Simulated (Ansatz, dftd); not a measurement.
Reaction: C3H4S (prop-2-yne-1-thiol, SMILES C#CCS) → C3H3 (SMILES C#C[CH2], doublet) + HS (SMILES [SH], doublet) (the C-S bond breaks)
Each species at its own B3LYP-D3(BJ)/def2-TZVP minimum (Ansatz, a quantum-chemistry and plane-wave program), one conformer.

Quantity: bond dissociation energy (electronic), in kcal/mol. Open shells are spin-unrestricted; no spin-orbit coupling. Correlated methods leave the cores frozen. Rows without X2C or -DK are non-relativistic. CBS(X,Y): correlation extrapolated as X^-3, Hartree-Fock from the larger set. A bracket is a step between two methods taken in the basis named. The functionals are non-relativistic, so their misses hold any scalar relativity. Double hybrids freeze cores in their MP2 part. '+ core + X2C': CCSD(T) terms for core correlation (cc-pwCVTZ, 1s frozen past Ne) and scalar relativity (cc-pVTZ-DK). The UHF reference of C3H3 (C#C[CH2], doublet) is spin-contaminated (<S^2> up to 0.21 over the pure value in the sets run).

| level | program | bond dissociation energy (kcal/mol) | difference against the last row |
|---|---|---|---|
| HF/cc-pV(D+d)Z | Ansatz | 30.8 | -34.9 |
| PBE/def2-TZVPD | Ansatz | 61.6 | -4.1 |
| PBE0-D4/def2-TZVPD | Ansatz + dftd4 | 62.2 | -3.5 |
| CAM-B3LYP-D3(BJ)/def2-TZVPD | Ansatz + dftd3 | 59.7 | -6.0 |
| CAM-B3LYP-D4/def2-TZVPD | Ansatz + dftd4 | 59.7 | -6.0 |
| B2PLYP-D4/def2-TZVPD | Ansatz + dftd4 | 62.1 | -3.6 |
| CCSD/cc-pV(T+d)Z | Ansatz | 60.0 | -5.7 |
| CCSDT(Q)/cc-pV(D+d)Z | Ansatz | 59.2 | -6.5 |
| CCSD(T)/CBS(cc-pV(T+d)Z,cc-pV(Q+d)Z) + [CCSDT(Q) - CCSD(T)]/cc-pV(D+d)Z + core + X2C | Ansatz | 65.7 | 0.0 |
